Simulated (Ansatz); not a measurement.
Molecule: C$_{5}$H$_{4}$N, net charge -1, singlet state. It need not be the lowest isomer of its formula. Whether it binds its extra electron was not tested at this geometry. 
Structure (B3LYP-D3(BJ)/def2-TZVP (Ansatz, a program for electronic structure) minimum search):
```
C
C 1 1.3887
N 2 1.3354 1 122.42
C 3 1.3507 2 116.29 1 0.00
H 1 1.0899 2 119.75 3 -180.00
H 2 1.0901 3 116.76 4 -180.00
H 4 1.0946 3 112.02 2 -180.00
C 1 1.3974 5 121.87 2 180.00
H 8 1.0952 1 116.81 5 0.00
C 8 1.4101 9 119.78 1 -180.00
```
Charge -1, spin multiplicity 1.

Total electronic energies in hartree. Correlated levels leave the core frozen unless marked. Spin-orbit coupling is left out. No relativistic terms. 

The Hartree-Fock reference is unstable (checked in the largest basis), which strains HF and MP2. 

| level | program | energy (Eh) |
|---|---|---|
| HF/cc-pVDZ | Ansatz | -246.05333 |
| RI-HF/aug-cc-pVTZ | Ansatz | -246.12738 |
| RI-HF/cc-pVQZ | Ansatz | -246.13774 |
| BLYP/def2-TZVPD | Ansatz | -247.64446 |
| PBE0/def2-TZVP | Ansatz | -247.43015 |
| B2GP-PLYP/def2-TZVPD | Ansatz | -247.46800 |
| MP2/6-31G* | Ansatz | -246.82088 |
| CCSD/cc-pVTZ | Ansatz | -247.12685 |

Totals of different functionals don't rank their quality; only differences between species are comparable.
